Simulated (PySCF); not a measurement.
Species: difluoroacetylene, C₂F₂.
Geometry (PBE0-D3(BJ)/def2-SVP, Å), atoms numbered from 1 in this order:
```xyz
4
C2F2 angstrom
F     -1.4171   -1.1728    0.1522
C     -0.4515   -0.3736   -0.1001
C      0.4515    0.3736   -0.3357
F      1.4171    1.1728   -0.5881
```

Level of theory: core-valence-separated Tamm–Dancoff BHandHLYP/aug-pcX-1 in PySCF, non-relativistic, gas phase, PBE0-D3(BJ)/def2-SVP geometry. Absolute energies from this functional tend to lie a few eV below measured edges; no shift was applied.

The lowest roots of each edge with f over 0.003 (five at most, numbered afresh; weaker and dark ones are left out), with transition dipoles (au) in the frame of the coordinates:

```tsv
root	edge	E (eV)	f	μx	μy	μz
1	C	286.77	0.0327	-0.0522	-0.0422	0.0120
2	C	287.15	0.1486	0.0643	-0.1029	-0.0800
3	C	287.15	0.1486	0.0698	-0.0480	0.1181
4	C	288.38	0.0108	-0.0293	-0.0246	0.0082
5	F	686.08	0.0661	0.0473	0.0392	-0.0124
6	F	689.15	0.0192	-0.0256	-0.0211	0.0064
7	F	689.47	0.0336	-0.0127	0.0024	-0.0427
8	F	689.47	0.0336	-0.0261	0.0348	0.0097
9	F	689.83	0.0114	0.0198	0.0162	-0.0048
```

Question: What is the unit vector of the molecular axis, and which share of each root's |μ|² lies along it?

Answer: (0.76, 0.63, -0.20), up to sign.

```
root  core hole on  share along it  final orbital
   1         C2/C3            1.00              σ
   2         C2/C3            0.00              π
   3         C2/C3            0.00              π
   4         C2/C3            1.00              σ
   5         F1/F4            1.00              σ
   6         F1/F4            1.00              σ
   7         F1/F4            0.00              π
   8         F1/F4            0.00              π
   9         F1/F4            1.00              σ
```

The 1s orbitals are σ, so light polarised along the axis reaches σ orbitals and light across it π orbitals.

Question: For fixed molecules, how does the intensity of root 1 change when the electric field is turned 60° away from the molecular axis?

Answer: Intensity goes as (E·μ)², and μ lies along that direction, so it falls to cos²60° = 0.25 of its maximum; it vanishes at 90°.

Question: Molecules are fixed in this frame and the field points along (0, 1, 1)/√2. What effective strengths 3 f cos²θ do the roots have (θ between field and μ)?

Answer: root 1 (C2/C3): 0.010, root 2 (C2/C3): 0.353, root 3 (C2/C3): 0.052, root 4 (C2/C3): 0.003, root 5 (F1/F4): 0.018, root 6 (F1/F4): 0.005, root 7 (F1/F4): 0.041, root 8 (F1/F4): 0.050, root 9 (F1/F4): 0.003. Root 2 is the strongest. Averaged over all orientations cos²θ is 1/3, which gives f back. For degenerate partners only the sum has meaning, as the program may mix them freely.

Hardware: one thread, Arm Neoverse V2, no GPU (shared host). Cost: 2.4 s.
